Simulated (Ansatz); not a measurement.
Input file:

```yaml
crystal:
  periodic: [false, false, false]
  atoms:
    - {symbol: Ge, position_ang: [0.000000, -0.035871, 0.645964]}
    - {symbol: C, position_ang: [0.000000, 0.061740, -1.235333]}
    - {symbol: N, position_ang: [0.000000, 0.040290, -2.393320]}
    - {symbol: H, position_ang: [0.000000, 1.289585, 1.425554]}
basis:
  gaussian: {orbitals: STO-3G}
magnetization: {spin_polarized: false, initial_magnetization: 4}
correlation: {active_space: {window: {electrons: 6, orbitals: 7}, states: [{multiplicity: 5, weights: [1, 1, 1, 1]}], root: 2}}
scf: {lower_state_search: light}
```

```sh
$ ansatz run in.yaml --threads 1 --pin off --events-out ev --progress --plain --max-ram 2393MiB
```

Output:

```
415 factors; integrals over basis functions are off by at most 4.4e-8 eV
mean field evaluation 1: about -58314.1112 eV, gradient 1.9e1 eV
mean field evaluation 2: about -58314.1760 eV, gradient 1.9e1 eV
mean field evaluation 4: about -58317.8601 eV, gradient 3.3e0 eV
mean field evaluation 8: about -58318.3430 eV, gradient 5.8e-1 eV
mean field evaluation 16: about -58318.3935 eV, gradient 1.0e-6 eV
mean field evaluation 32: about -58318.3742 eV, gradient 2.3e-1 eV
mean field evaluation 64: about -58318.3935 eV, gradient 3.8e-2 eV
mean field -58318.39350294 eV, -2143.1614316061 hartree, gradient 1.1e-6 eV, S^2 6.000000; 9 other end points of the search recorded, 0 dependent functions left out
reference -58318.39350294 eV, -2143.1614316061 hartree; 25, 21 occupied and 4, 8 virtual orbitals, 415 factors
state -58319.83893858 eV, -2143.2145503860 hartree
state -58318.40005464 eV, -2143.1616723766 hartree
state -58318.27260262 eV, -2143.1569886014 hartree
state -58316.90514595 eV, -2143.1067354956 hartree
Total energy: -58318.27260262 eV, -2143.1569886014 hartree
```

Ran on 1 thread of Intel Xeon, shared host: 8.5 s wall, 0.19 GiB peak host memory.
